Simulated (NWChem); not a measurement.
System: ammonia (NH3); SMILES N

Computed with NWChem. The geometry was optimised at PBE0/def2-SVP. Ions are spin-unrestricted doublets at the neutral geometry; other ion states weren't tried.

For level CAM-B3LYP/def2-SVP:

- −ε(HOMO) (eV) = 8.72

Q: How do the values read with level PBE/def2-SVP instead?

A: The −ε(HOMO) (eV) is 5.46.
